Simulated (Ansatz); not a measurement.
1T (CdI2-type) VSe2 (undistorted form, which takes a superstructure on cooling), treated with r²SCAN-D4 in Ansatz (plane waves, PAW).

### Question
Give the computed interlayer binding energy, layer repeat distance and gap between the layers.

### Answer

* **interlayer binding energy**: 20.1 meV/Å²
* **layer repeat distance**: 6.275 Å
* **gap between the layers**: 3.175 Å

Static lattice: no zero-point or thermal effects.

Ansatz is a first-principles code.
